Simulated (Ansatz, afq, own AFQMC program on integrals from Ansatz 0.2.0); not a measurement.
**SbH⁺, quartet in def2-TZVP, levels against CCSDT(Q)**

```xyz
2

Sb    0.0000    0.0000    0.0000
H     0.0000    0.0000    1.7180
```

Basis def2-TZVP with its core potentials. Noble-gas cores (and the filled d shells of Ga–Kr and In–Xe) are frozen. Ansatz 0.2.0 and our own AFQMC program on the same integrals; the CISD trial comes from CCSD amplitudes, and released means the phaseless constraint is let go. Free AFQMC starts from the CCSD state and is never constrained. Its projection time is finite, and what remains of the start isn't in its error. Error bars are statistical, one sigma. No spin–orbit coupling.

Determinant: UHF, the one that the program's search chose, which needn't be the lowest solution. The geometry is a point of a scan.

No full CI on the walks' own integrals is used here; CCSDT(Q) serves as the reference and is uncertain by about the last step of the cluster series.

Cautions: no spin-orbit coupling; inner d shell frozen; lower spins were not checked.

* T1 diagnostic: 0.0207
* weight of the determinant in the CISD state: 0.943
* ⟨S²⟩ of the determinant: 3.767
* size of the correlated space: 5 electrons in 47 orbitals

Reference: CCSDT(Q), correlation energy -2.012 eV. The released energy is read at 2.40 1/Eh (meV from the phaseless value at times in 1/Eh: 2 ± 3 at 0.24, 1 ± 3 at 0.51, -4 ± 3 at 0.99, -5 ± 3 at 1.62, -1 ± 3 at 2.40).

```csv
level,E − E(reference) (mEh),share of correlation (%)
HF,73.95,0.00
MP2,18.65,74.78
CCSD,2.69,96.36
CCSD(T),0.58,99.21
CCSDT,0.05,99.93
ph-AFQMC/HF,-0.59 ± 0.81,100.80
ph-AFQMC/CISD,0.09 ± 0.10,99.88
released AFQMC,0.06 ± 0.12,99.93
free AFQMC,-0.04 ± 0.14,100.05
```

Free projections are given only where their last times agree within the noise and don't stop above the reference; a slow remainder of the start can still hide under it. A walk keeps the symmetry of its determinant, which the program's search chose and which needn't be the lowest solution, so a lower state of the same spin and another symmetry isn't excluded. Released energies are given only where the last usable release times agree within the noise; a slower fall can still hide under it.
